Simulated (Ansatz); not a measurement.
The first iterations of a band of FH3Si + H2O (8 atoms, charge 0, multiplicity 1).

These are results of RKS B3LYP-D4/def2-SVP (Ansatz), not measurements.

* movable images: 9
* climbing image: yes
* spring: 5.0 eV/Å²
* optimiser: quadratic models (default)
* start path: through a guess of the saddle point
* force threshold: 0.05 eV/Å
* iteration limit: 60
* end points: relaxed

Initial state:

```xyz
8
Properties=species:S:1:pos:R:3
Si 0.313 0.036 -0.134
F 0.158 -0.114 1.496
H 1.780 0.011 -0.396
H -0.255 1.330 -0.579
H -0.313 -1.134 -0.799
O -2.488 0.044 0.838
H -2.730 -0.892 0.798
H -1.915 0.090 1.618
```

Final state:

```xyz
8
Properties=species:S:1:pos:R:3
Si -0.295 -0.120 -0.460
F -0.542 0.853 2.500
H 0.914 -0.780 0.103
H -0.120 1.346 -0.549
H -0.577 -0.699 -1.806
O -1.650 -0.369 0.533
H -2.016 -1.261 0.568
H -1.164 0.400 1.954
```

| iteration | highest image above the first end (eV) | largest band force component (eV/Å) |
| --- | --- | --- |
| 1 | 3.029 | 4.488 |
| 2 | 1.756 | 2.068 |
| 3 | 1.408 | 3.114 |
| 4 | 1.321 | 1.070 |

Task: Does the band converge within its limit, and where does its top end?

Result: The run converged. It ended after 14 iterations with the highest image 1.165 eV above the first end. A vibrational analysis at the climbing image gives one clearly imaginary mode, 635i cm⁻¹: a first-order saddle point. The orbitals stay closed-shell, which can raise the energy where a bond breaks towards radicals; this wasn't checked here.

Time of the run: 3.5 min on 1 thread of Arm Neoverse V2, with other jobs on the host, peak memory 0.13 GiB.
